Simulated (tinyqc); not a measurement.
RHF in the sto-3g basis, for H2O, spin multiplicity 1, step by step (part 1 of 2). Computed by tinyqc, a small Python program that keeps every step (integrals from PySCF). Settings: charge = 0, multiplicity = 1, basis = sto-3g, energy threshold = 1e-09, iteration cap = 71, orthogonalisation = symmetric, start = core, DIIS depth = 8, damping = 0.2, method = RHF. Command: `OMP_NUM_THREADS=1 python tinyqc.py 20736 20737 out.jsonl` (the two numbers bound the seeds that draw the settings). One thread of a shared host (Intel(R) Xeon(R) Processor @ 2.60GHz), about 0.1 s of CPU time with the checks. Later iterations appear only in the table of the cycle.

## One-electron integrals

Geometry (angstrom):
```
atom        x         y        z
O     0.00000   0.00000  0.00000
H     0.00000   0.75900  0.58500
H     0.00000  -0.75900  0.58500
```

Basis sto-3g: exponents (1/bohr^2) and contraction coefficients of normalised primitives:
```
element  l (shell)   exponent  coefficient
O            s (1)  130.70932      0.15433
O            s (1)   23.80886      0.53533
O            s (1)    6.44361      0.44463
O            s (2)    5.03315     -0.09997
O            s (2)    1.16960      0.39951
O            s (2)    0.38039      0.70012
O            p (3)    5.03315      0.15592
O            p (3)    1.16960      0.60768
O            p (3)    0.38039      0.39196
H            s (1)    3.42525      0.15433
H            s (1)    0.62391      0.53533
H            s (1)    0.16886      0.44463
```

Overlap, kinetic and nuclear-attraction integrals over the contracted functions; the nuclear repulsion is the sum of Za Zb / Rab.

nuclear repulsion = 9.1840258 hartree

overlap S:
```
          1O 1s    1O 2s   1O 2px    1O 2py   1O 2pz    2H 1s     3H 1s
1O 1s   1.00000  0.23670  0.00000   0.00000  0.00000  0.05384   0.05384
1O 2s   0.23670  1.00000  0.00000   0.00000  0.00000  0.47410   0.47410
1O 2px  0.00000  0.00000  1.00000   0.00000  0.00000  0.00000   0.00000
1O 2py  0.00000  0.00000  0.00000   1.00000  0.00000  0.31133  -0.31133
1O 2pz  0.00000  0.00000  0.00000   0.00000  1.00000  0.23996   0.23996
2H 1s   0.05384  0.47410  0.00000   0.31133  0.23996  1.00000   0.25024
3H 1s   0.05384  0.47410  0.00000  -0.31133  0.23996  0.25024   1.00000
```

kinetic energy T (hartree):
```
           1O 1s     1O 2s   1O 2px    1O 2py   1O 2pz     2H 1s     3H 1s
1O 1s   29.00320  -0.16801  0.00000   0.00000  0.00000  -0.00259  -0.00259
1O 2s   -0.16801   0.80813  0.00000   0.00000  0.00000   0.12809   0.12809
1O 2px   0.00000   0.00000  2.52873   0.00000  0.00000   0.00000   0.00000
1O 2py   0.00000   0.00000  0.00000   2.52873  0.00000   0.22450  -0.22450
1O 2pz   0.00000   0.00000  0.00000   0.00000  2.52873   0.17303   0.17303
2H 1s   -0.00259   0.12809  0.00000   0.22450  0.17303   0.76003   0.00815
3H 1s   -0.00259   0.12809  0.00000  -0.22450  0.17303   0.00815   0.76003
```

nuclear attraction V (hartree):
```
            1O 1s      1O 2s    1O 2px     1O 2py     1O 2pz     2H 1s     3H 1s
1O 1s   -61.72288   -7.44450   0.00000    0.00000   -0.01891  -1.74243  -1.74243
1O 2s    -7.44450  -10.14182   0.00000    0.00000   -0.22252  -3.86228  -3.86228
1O 2px    0.00000    0.00000  -9.98547    0.00000    0.00000   0.00000   0.00000
1O 2py    0.00000    0.00000   0.00000  -10.14190    0.00000  -2.25525   2.25525
1O 2pz   -0.01891   -0.22252   0.00000    0.00000  -10.07839  -1.81063  -1.81063
2H 1s    -1.74243   -3.86228   0.00000   -2.25525   -1.81063  -5.83169  -1.60678
3H 1s    -1.74243   -3.86228   0.00000    2.25525   -1.81063  -1.60678  -5.83169
```

core Hamiltonian H = T + V (hartree):
```
            1O 1s     1O 2s    1O 2px    1O 2py    1O 2pz     2H 1s     3H 1s
1O 1s   -32.71968  -7.61251   0.00000   0.00000  -0.01891  -1.74502  -1.74502
1O 2s    -7.61251  -9.33369   0.00000   0.00000  -0.22252  -3.73419  -3.73419
1O 2px    0.00000   0.00000  -7.45674   0.00000   0.00000   0.00000   0.00000
1O 2py    0.00000   0.00000   0.00000  -7.61316   0.00000  -2.03075   2.03075
1O 2pz   -0.01891  -0.22252   0.00000   0.00000  -7.54966  -1.63760  -1.63760
2H 1s    -1.74502  -3.73419   0.00000  -2.03075  -1.63760  -5.07166  -1.59862
3H 1s    -1.74502  -3.73419   0.00000   2.03075  -1.63760  -1.59862  -5.07166
```

## Two-electron integrals

Functions are numbered as in S; the eight-fold symmetry (ij|kl) = (ji|kl) = (kl|ij) leaves the list below.

Two-electron integrals (ij|kl) in chemists' order, unique and non-zero (hartree):
```
(11|11) 4.78507    (21|11) 0.74138    (21|21) 0.13687    (22|11) 1.11895
(22|21) 0.25663    (22|22) 0.81721    (31|31) 0.02448    (32|31) 0.03781
(32|32) 0.18052    (33|11) 1.11581    (33|21) 0.25668    (33|22) 0.81702
(33|33) 0.88016    (41|41) 0.02448    (42|41) 0.03781    (42|42) 0.18052
(43|43) 0.04744    (44|11) 1.11581    (44|21) 0.25668    (44|22) 0.81702
(44|33) 0.78527    (44|44) 0.88016    (51|51) 0.02448    (52|51) 0.03781
(52|52) 0.18052    (53|53) 0.04744    (54|54) 0.04744    (55|11) 1.11581
(55|21) 0.25668    (55|22) 0.81702    (55|33) 0.78527    (55|44) 0.78527
(55|55) 0.88016    (61|11) 0.17135    (61|21) 0.03135    (61|22) 0.05836
(61|33) 0.05825    (61|41) 0.00114    (61|42) 0.00213    (61|44) 0.05846
(61|51) 0.00088    (61|52) 0.00164    (61|54) 0.00016    (61|55) 0.05838
(61|61) 0.00728    (62|11) 0.40289    (62|21) 0.09350    (62|22) 0.32802
(62|33) 0.32256    (62|41) 0.00554    (62|42) 0.04171    (62|44) 0.33263
(62|51) 0.00427    (62|52) 0.03215    (62|54) 0.00776    (62|55) 0.32854
(62|61) 0.02181    (62|62) 0.16089    (63|31) 0.00995    (63|32) 0.05731
(63|43) 0.00874    (63|53) 0.00674    (63|63) 0.02336    (64|11) 0.22502
(64|21) 0.05291    (64|22) 0.19827    (64|33) 0.18920    (64|41) 0.01271
(64|42) 0.08131    (64|44) 0.21264    (64|51) 0.00213    (64|52) 0.01849
(64|54) 0.01133    (64|55) 0.19274    (64|61) 0.01291    (64|62) 0.11812
(64|64) 0.10912    (65|11) 0.17344    (65|21) 0.04078    (65|22) 0.15282
(65|33) 0.14583    (65|41) 0.00213    (65|42) 0.01849    (65|44) 0.15042
(65|51) 0.01159    (65|52) 0.07157    (65|54) 0.01228    (65|55) 0.16203
(65|61) 0.00995    (65|62) 0.09104    (65|64) 0.06610    (65|65) 0.07430
(66|11) 0.53148    (66|21) 0.12535    (66|22) 0.50289    (66|33) 0.48241
(66|41) 0.00991    (66|42) 0.10173    (66|44) 0.52057    (66|51) 0.00764
(66|52) 0.07841    (66|54) 0.02941    (66|55) 0.50508    (66|61) 0.02952
(66|62) 0.30577    (66|64) 0.25647    (66|65) 0.19767    (66|66) 0.77461
(71|11) 0.17135    (71|21) 0.03135    (71|22) 0.05836    (71|33) 0.05825
(71|41) -0.00114   (71|42) -0.00213   (71|44) 0.05846    (71|51) 0.00088
(71|52) 0.00164    (71|54) -0.00016   (71|55) 0.05838    (71|61) 0.00716
(71|62) 0.02112    (71|64) 0.01139    (71|65) 0.00964    (71|66) 0.02825
(71|71) 0.00728    (72|11) 0.40289    (72|21) 0.09350    (72|22) 0.32802
(72|33) 0.32256    (72|41) -0.00554   (72|42) -0.04171   (72|44) 0.33263
(72|51) 0.00427    (72|52) 0.03215    (72|54) -0.00776   (72|55) 0.32854
(72|61) 0.02112    (72|62) 0.13152    (72|64) 0.06631    (72|65) 0.07239
(72|66) 0.20671    (72|71) 0.02181    (72|72) 0.16089    (73|31) 0.00995
(73|32) 0.05731    (73|43) -0.00874   (73|53) 0.00674    (73|63) 0.01850
(73|73) 0.02336    (74|11) -0.22502   (74|21) -0.05291   (74|22) -0.19827
(74|33) -0.18920   (74|41) 0.01271    (74|42) 0.08131    (74|44) -0.21264
(74|51) -0.00213   (74|52) -0.01849   (74|54) 0.01133    (74|55) -0.19274
(74|61) -0.01139   (74|62) -0.06631   (74|64) -0.01537   (74|65) -0.03565
(74|66) -0.09145   (74|71) -0.01291   (74|72) -0.11812   (74|74) 0.10912
(75|11) 0.17344    (75|21) 0.04078    (75|22) 0.15282    (75|33) 0.14583
(75|41) -0.00213   (75|42) -0.01849   (75|44) 0.15042    (75|51) 0.01159
(75|52) 0.07157    (75|54) -0.01228   (75|55) 0.16203    (75|61) 0.00964
(75|62) 0.07239    (75|64) 0.03565    (75|65) 0.05773    (75|66) 0.12488
(75|71) 0.00995    (75|72) 0.09104    (75|74) -0.06610   (75|75) 0.07430
(76|11) 0.15981    (76|21) 0.03741    (76|22) 0.14180    (76|33) 0.13857
(76|44) 0.14137    (76|51) 0.00272    (76|52) 0.02403    (76|55) 0.14532
(76|61) 0.00864    (76|62) 0.06863    (76|64) 0.04339    (76|65) 0.04365
(76|66) 0.13349    (76|71) 0.00864    (76|72) 0.06863    (76|74) -0.04339
(76|75) 0.04365    (76|76) 0.03540    (77|11) 0.53148    (77|21) 0.12535
(77|22) 0.50289    (77|33) 0.48241    (77|41) -0.00991   (77|42) -0.10173
(77|44) 0.52057    (77|51) 0.00764    (77|52) 0.07841    (77|54) -0.02941
(77|55) 0.50508    (77|61) 0.02825    (77|62) 0.20671    (77|64) 0.09145
(77|65) 0.12488    (77|66) 0.34211    (77|71) 0.02952    (77|72) 0.30577
(77|74) -0.25647   (77|75) 0.19767    (77|76) 0.13349    (77|77) 0.77461
```

## Orthogonalisation

S = U s U^T; symmetric (Loewdin) form X = U s^(-1/2) U^T, so that X^T S X = 1.

eigenvalues of S: 0.34295  0.41716  0.88595  1.00000  1.09272  1.33260  1.92862

X:
```
           1O 1s     1O 2s   1O 2px    1O 2py    1O 2pz     2H 1s     3H 1s
1O 1s    1.02420  -0.14340  0.00000   0.00000  -0.01022   0.02202   0.02202
1O 2s   -0.14340   1.24710  0.00000   0.00000   0.11165  -0.29610  -0.29610
1O 2px   0.00000   0.00000  1.00000   0.00000   0.00000   0.00000   0.00000
1O 2py   0.00000   0.00000  0.00000   1.11406   0.00000  -0.23195   0.23195
1O 2pz  -0.01022   0.11165  0.00000   0.00000   1.05537  -0.14731  -0.14731
2H 1s    0.02202  -0.29610  0.00000  -0.23195  -0.14731   1.21027  -0.09022
3H 1s    0.02202  -0.29610  0.00000   0.23195  -0.14731  -0.09022   1.21027
```

## Starting guess

The start is the orbitals of the core Hamiltonian; D = 2 C_occ C_occ^T.

D at the start:
```
           1O 1s     1O 2s   1O 2px    1O 2py    1O 2pz     2H 1s     3H 1s
1O 1s    2.13471  -0.60764  0.00000   0.00000  -0.05628   0.08656   0.08656
1O 2s   -0.60764   2.73355  0.00000   0.00000   0.34777  -0.38666  -0.38666
1O 2px   0.00000   0.00000  2.00000   0.00000   0.00000   0.00000   0.00000
1O 2py   0.00000   0.00000  0.00000   2.38837   0.00000  -0.38760   0.38760
1O 2pz  -0.05628   0.34777  0.00000   0.00000   2.19063  -0.25081  -0.25081
2H 1s    0.08656  -0.38666  0.00000  -0.38760  -0.25081   0.13654   0.01073
3H 1s    0.08656  -0.38666  0.00000   0.38760  -0.25081   0.01073   0.13654
```

## Iteration 1: building the Fock matrix

J_ij = sum D_kl (ij|kl), K_ij = sum D_kl (ik|jl); F = H + J - 0.5 K; E = tr D H + tr D J / 2 - 0.25 tr D K + E_nn.

Coulomb J (hartree):
```
           1O 1s     1O 2s   1O 2px    1O 2py    1O 2pz    2H 1s     3H 1s
1O 1s   18.77528   3.58486  0.00000   0.00000   0.00447  0.82098   0.82098
1O 2s    3.58486   8.87836  0.00000   0.00000  -0.00639  3.45205   3.45205
1O 2px   0.00000   0.00000  8.87578   0.00000   0.00000  0.00000   0.00000
1O 2py   0.00000   0.00000  0.00000   8.86667   0.00000  2.04163  -2.04163
1O 2pz   0.00447  -0.00639  0.00000   0.00000   8.86926  1.56962   1.56962
2H 1s    0.82098   3.45205  0.00000   2.04163   1.56962  5.06264   1.45586
3H 1s    0.82098   3.45205  0.00000  -2.04163   1.56962  1.45586   5.06264
```

exchange K (hartree):
```
          1O 1s    1O 2s   1O 2px    1O 2py   1O 2pz    2H 1s     3H 1s
1O 1s   9.85927  1.72505  0.00000   0.00000  0.00166  0.41423   0.41423
1O 2s   1.72505  2.87670  0.00000   0.00000  0.00047  0.98217   0.98217
1O 2px  0.00000  0.00000  2.37859   0.00000  0.00000  0.00000   0.00000
1O 2py  0.00000  0.00000  0.00000   2.36780  0.00000  0.43299  -0.43299
1O 2pz  0.00166  0.00047  0.00000   0.00000  2.36933  0.33194   0.33194
2H 1s   0.41423  0.98217  0.00000   0.43299  0.33194  0.50541   0.31185
3H 1s   0.41423  0.98217  0.00000  -0.43299  0.33194  0.31185   0.50541
```

Fock matrix F (hartree):
```
            1O 1s     1O 2s   1O 2px    1O 2py    1O 2pz     2H 1s     3H 1s
1O 1s   -18.87404  -4.89018  0.00000   0.00000  -0.01527  -1.13115  -1.13115
1O 2s    -4.89018  -1.89369  0.00000   0.00000  -0.22914  -0.77322  -0.77322
1O 2px    0.00000   0.00000  0.22974   0.00000   0.00000   0.00000   0.00000
1O 2py    0.00000   0.00000  0.00000   0.06961   0.00000  -0.20561   0.20561
1O 2pz   -0.01527  -0.22914  0.00000   0.00000   0.13493  -0.23396  -0.23396
2H 1s    -1.13115  -0.77322  0.00000  -0.20561  -0.23396  -0.26173  -0.29869
3H 1s    -1.13115  -0.77322  0.00000   0.20561  -0.23396  -0.29869  -0.26173
```

total energy of this density = -73.2334134 hartree

This density is the starting one.

## Iteration 1: diagonalisation and new density

Diagonalise F' = X^T F X, C = X C', fill 5 alpha and 5 beta electrons from the bottom; D = 2 C_occ C_occ^T; the new density keeps 0.2 of the old one (damping). Each column has its largest component positive (the first on a tie).

F' = X^T F X (hartree):
```
           1         2        3         4         5         6         7
1  -18.49426  -2.64160  0.00000   0.00000  -0.02405  -0.18466  -0.18466
2   -2.64160  -0.76325  0.00000   0.00000  -0.05131  -0.41897  -0.41897
3    0.00000   0.00000  0.22974   0.00000   0.00000   0.00000   0.00000
4    0.00000   0.00000  0.00000   0.30289   0.00000  -0.34915   0.34915
5   -0.02405  -0.05131  0.00000   0.00000   0.24742  -0.24405  -0.24405
6   -0.18466  -0.41897  0.00000  -0.34915  -0.24405   0.21342  -0.10466
7   -0.18466  -0.41897  0.00000   0.34915  -0.24405  -0.10466   0.21342
```

orbital energies (hartree): MO1 -18.88574, MO2 -0.78556, MO3 -0.18335, MO4 0.11339, MO5 0.22974, MO6 0.65659, MO7 0.80431

coefficients C:
```
             MO1       MO2       MO3       MO4      MO5       MO6       MO7
1O 1s    0.99302  -0.22492   0.00000   0.13829  0.00000  -0.12178   0.00000
1O 2s    0.03134   0.77964   0.00000  -0.68699  0.00000   0.82635   0.00000
1O 2px   0.00000   0.00000   0.00000   0.00000  1.00000   0.00000   0.00000
1O 2py   0.00000   0.00000   0.56364   0.00000  0.00000   0.00000   1.01540
1O 2pz   0.00434   0.20839   0.00000   0.69653  0.00000   0.80074   0.00000
2H 1s   -0.00700   0.18266   0.47996   0.32606  0.00000  -0.77291  -0.81797
3H 1s   -0.00700   0.18266  -0.47996   0.32606  0.00000  -0.77291   0.81797
```

D after iteration 1:
```
           1O 1s     1O 2s   1O 2px    1O 2py    1O 2pz     2H 1s     3H 1s
1O 1s    2.11622  -0.50431  0.00000   0.00000   0.07476   0.01259   0.01259
1O 2s   -0.50431   2.27594  0.00000   0.00000  -0.43590  -0.20823  -0.20823
1O 2px   0.00000   0.00000  2.00000   0.00000   0.00000   0.00000   0.00000
1O 2py   0.00000   0.00000  0.00000   0.98597   0.00000   0.35531  -0.35531
1O 2pz   0.07476  -0.43590  0.00000   0.00000   1.28388   0.37406   0.37406
2H 1s    0.01259  -0.20823  0.00000   0.35531   0.37406   0.61944  -0.14286
3H 1s    0.01259  -0.20823  0.00000  -0.35531   0.37406  -0.14286   0.61944
```

## Iteration 2: building the Fock matrix

As before.

Coulomb J (hartree):
```
           1O 1s    1O 2s   1O 2px    1O 2py    1O 2pz    2H 1s     3H 1s
1O 1s   17.55465  3.31549  0.00000   0.00000  -0.00376  0.75933   0.75933
1O 2s    3.31549  8.28024  0.00000   0.00000   0.04522  3.30285   3.30285
1O 2px   0.00000  0.00000  8.28409   0.00000   0.00000  0.00000   0.00000
1O 2py   0.00000  0.00000  0.00000   8.26615   0.00000  1.98530  -1.98530
1O 2pz  -0.00376  0.04522  0.00000   0.00000   8.26659  1.55187   1.55187
2H 1s    0.75933  3.30285  0.00000   1.98530   1.55187  5.13233   1.43127
3H 1s    0.75933  3.30285  0.00000  -1.98530   1.55187  1.43127   5.13233
```

exchange K (hartree):
```
          1O 1s     1O 2s   1O 2px    1O 2py    1O 2pz    2H 1s     3H 1s
1O 1s   9.78695   1.65967  0.00000   0.00000   0.00714  0.39681   0.39681
1O 2s   1.65967   2.66212  0.00000   0.00000  -0.07861  1.09958   1.09958
1O 2px  0.00000   0.00000  2.29144   0.00000   0.00000  0.00000   0.00000
1O 2py  0.00000   0.00000  0.00000   1.83978   0.00000  0.63349  -0.63349
1O 2pz  0.00714  -0.07861  0.00000   0.00000   1.97262  0.51991   0.51991
2H 1s   0.39681   1.09958  0.00000   0.63349   0.51991  1.17199   0.41711
3H 1s   0.39681   1.09958  0.00000  -0.63349   0.51991  0.41711   1.17199
```

Fock matrix F (hartree):
```
            1O 1s     1O 2s    1O 2px    1O 2py    1O 2pz     2H 1s     3H 1s
1O 1s   -20.05851  -5.12686   0.00000   0.00000  -0.02624  -1.18409  -1.18409
1O 2s    -5.12686  -2.38451   0.00000   0.00000  -0.13800  -0.98113  -0.98113
1O 2px    0.00000   0.00000  -0.31836   0.00000   0.00000   0.00000   0.00000
1O 2py    0.00000   0.00000   0.00000  -0.26690   0.00000  -0.36220   0.36220
1O 2pz   -0.02624  -0.13800   0.00000   0.00000  -0.26938  -0.34569  -0.34569
2H 1s    -1.18409  -0.98113   0.00000  -0.36220  -0.34569  -0.52532  -0.37591
3H 1s    -1.18409  -0.98113   0.00000   0.36220  -0.34569  -0.37591  -0.52532
```

total energy of this density = -74.5761753 hartree

This density is a damped mixture and is not idempotent.

## Iteration 2: DIIS over 2 matrices

error matrix X^T (FDS - SDF) X:
```
         1         2        3         4         5         6         7
1  0.00000  -0.00141  0.00000   0.00000  -0.01132  -0.02986  -0.02986
2  0.00141   0.00000  0.00000   0.00000  -0.02874   0.14630   0.14630
3  0.00000   0.00000  0.00000   0.00000   0.00000   0.00000   0.00000
4  0.00000   0.00000  0.00000   0.00000   0.00000   0.11483  -0.11483
5  0.01132   0.02874  0.00000   0.00000   0.00000   0.07467   0.07467
6  0.02986  -0.14630  0.00000  -0.11483  -0.07467   0.00000   0.00000
7  0.02986  -0.14630  0.00000   0.11483  -0.07467   0.00000   0.00000
```

B (overlaps of the stored error matrices):
```
               1              2
1  4.3389139e+00  8.1764924e-01
2  8.1764924e-01  1.6614598e-01
```

Minimise |sum c_i e_i|^2 with sum c_i = 1: solve [B -1; -1 0][c; lambda] = [0; -1] with B_ij = tr e_i^T e_j, and take F = sum c_i F_i.

DIIS coefficients: -0.22702  1.22702

extrapolated F (hartree):
```
            1O 1s     1O 2s    1O 2px    1O 2py    1O 2pz     2H 1s     3H 1s
1O 1s   -20.32741  -5.18059   0.00000   0.00000  -0.02873  -1.19611  -1.19611
1O 2s    -5.18059  -2.49594   0.00000   0.00000  -0.11731  -1.02833  -1.02833
1O 2px    0.00000   0.00000  -0.44279   0.00000   0.00000   0.00000   0.00000
1O 2py    0.00000   0.00000   0.00000  -0.34330   0.00000  -0.39775   0.39775
1O 2pz   -0.02873  -0.11731   0.00000   0.00000  -0.36117  -0.37105  -0.37105
2H 1s    -1.19611  -1.02833   0.00000  -0.39775  -0.37105  -0.58516  -0.39344
3H 1s    -1.19611  -1.02833   0.00000   0.39775  -0.37105  -0.39344  -0.58516
```

## Iteration 2: diagonalisation and new density

As before.

F' = X^T F X (hartree):
```
           1         2         3         4         5         6         7
1  -19.94828  -2.69348   0.00000   0.00000  -0.05555  -0.18817  -0.18817
2   -2.69348  -1.28996   0.00000   0.00000   0.12441  -0.50891  -0.50891
3    0.00000   0.00000  -0.44279   0.00000   0.00000   0.00000   0.00000
4    0.00000   0.00000   0.00000  -0.03559   0.00000  -0.47252   0.47252
5   -0.05555   0.12441   0.00000   0.00000  -0.20198  -0.33740  -0.33740
6   -0.18817  -0.50891   0.00000  -0.47252  -0.33740   0.01203  -0.10668
7   -0.18817  -0.50891   0.00000   0.47252  -0.33740  -0.10668   0.01203
```

orbital energies (hartree): MO1 -20.33599, MO2 -1.30354, MO3 -0.63112, MO4 -0.48152, MO5 -0.44279, MO6 0.58619, MO7 0.71424

coefficients C:
```
             MO1       MO2       MO3       MO4      MO5       MO6       MO7
1O 1s    0.99422  -0.23675   0.00000   0.09907  0.00000  -0.12764   0.00000
1O 2s    0.02616   0.85816   0.00000  -0.52939  0.00000   0.86386   0.00000
1O 2px   0.00000   0.00000   0.00000   0.00000  1.00000   0.00000   0.00000
1O 2py   0.00000   0.00000   0.61347   0.00000  0.00000   0.00000   0.98609
1O 2pz   0.00424   0.11715   0.00000   0.76681  0.00000   0.75369   0.00000
2H 1s   -0.00588   0.14189   0.43866   0.29655  0.00000  -0.79310  -0.84084
3H 1s   -0.00588   0.14189  -0.43866   0.29655  0.00000  -0.79310   0.84084
```

D after iteration 2:
```
           1O 1s     1O 2s   1O 2px    1O 2py    1O 2pz     2H 1s     3H 1s
1O 1s    2.11019  -0.46824  0.00000   0.00000   0.09887  -0.01357  -0.01357
1O 2s   -0.46824   2.08299  0.00000   0.00000  -0.57565  -0.09826  -0.09826
1O 2px   0.00000   0.00000  2.00000   0.00000   0.00000   0.00000   0.00000
1O 2py   0.00000   0.00000  0.00000   0.79934   0.00000   0.50162  -0.50162
1O 2pz   0.09887  -0.57565  0.00000   0.00000   1.21955   0.46520   0.46520
2H 1s   -0.01357  -0.09826  0.00000   0.50162   0.46520   0.60473  -0.16347
3H 1s   -0.01357  -0.09826  0.00000  -0.50162   0.46520  -0.16347   0.60473
```
